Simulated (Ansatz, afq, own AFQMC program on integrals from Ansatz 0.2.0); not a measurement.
# AlPH, doublet → AlPH⁺, triplet

| atom | x (Å) | y (Å) | z (Å) |
| --- | --- | --- | --- |
| Al | 0.0000 | 0.0000 | 0.1876 |
| P | 0.0000 | 0.0000 | -1.9566 |
| H | 0.0000 | 0.0000 | 1.7690 |

Connectivity, by distances: AlH–P.

E(triplet, charge +1) − E(doublet, charge +0) at this geometry, on ROHF and UHF determinants.

Basis 6-31G. Only valence electrons are correlated. Integrals, coupled cluster, full CI and functionals: Ansatz 0.2.0; the random walks run on the same integrals in our own AFQMC program. The CISD trial takes its coefficients from CCSD amplitudes. Released means that phaseless walkers are propagated on without the constraint, phases kept. Error bars are statistical, one sigma. The errors of all members are added in quadrature.

Full CI on the same integrals is exact in this basis and with this determinant's frozen core.

Errors are counted within 6-31G, not against nature.

Cautions: AlPH⁺ (triplet): the released energies have errors that jump between times, so the bars are unsure, so no released level is given (meV from the phaseless value at times in 1/Eh: -1.3 ± 1.2 at 0.24, 4 ± 6 at 0.51, -2.5 ± 0.7 at 0.99, -4.7 ± 0.8 at 1.62, -4.2 ± 0.8 at 2.40), though the last usable value meets full CI within the noise.

Reference (full CI): 173.0 kcal/mol.

```
        level  vertical ionization energy (kcal/mol)  error against FCI (kcal/mol)
           HF                                  153.3                         -19.7
          MP2                                  170.7                          -2.3
         CCSD                                  171.4                          -1.6
      CCSD(T)                                  172.7                          -0.3
        CCSDT                                  173.0                          -0.1
     CCSDT(Q)                                  173.0                           0.0
       CCSDTQ                                  173.0                           0.0
ph-AFQMC/CISD                            172.9 ± 0.1                    -0.1 ± 0.1
```

Correlation beyond CCSD(T) adds 0.3 kcal/mol. The perturbative (T) step is worth +1.3 kcal/mol.

CCSDT and higher add their correlation energy to the determinant of the CCSD(T) run, since their own runs factorise the integrals more tightly (a shift of under 2 meV). A walk keeps the symmetry of its determinant, which the program's search chose and which needn't be the lowest solution, so a lower state of the same spin and another symmetry isn't excluded.
